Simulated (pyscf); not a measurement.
F–CH₂–F + CH₃• → H₃C–F + •H₂C–F, an atom transfer (doublet surface; C–F broken, C–F formed). Structures and frequencies: ωB97X-D3(BJ)/def2-SVP in PySCF. Energies in kJ/mol from the separated reactants.

Small-basis levels: PySCF, no dispersion term, spherical d functions. AM1 to PM7: differences of heats of formation from MOPAC. GFN2-xTB: tblite. Open shells are spin-unrestricted. 

| level | barrier | reaction energy |
|---|---|---|
| HF/STO-3G | 191.3 | -2.2 |
| B3LYP/STO-3G | 79.6 | -30.4 |
| B3LYP/LANL2DZ | 125.7 | +22.9 |
| B3LYP/6-31G* | 173.9 | +35.9 |
| B3LYP/6-311+G** | 163.7 | +27.9 |
| PBE/def2-SVP | 148.9 | +32.1 |
| B3LYP/def2-SVP | [?] | +33.2 |
| GFN2-xTB | [?] | -4.5 |
| AM1 | 220.6 | -31.4 |
| ωB97M-D3(BJ)/def2-TZVP | [?] | +34.3 |

Question: Fill in the missing entries.

Answer: 
- B3LYP/def2-SVP, barrier: 180.2
- GFN2-xTB, barrier: 170.1
- ωB97M-D3(BJ)/def2-TZVP, barrier: 201.4

Against the last row the barrier runs from -121.8 (B3LYP/STO-3G) to +19.1 kJ/mol (AM1). ωB97M-D3(BJ)/def2-TZVP has limits of its own. One saddle was located; it need not be the lowest between these sides. The angle at the transferred F is 177°.
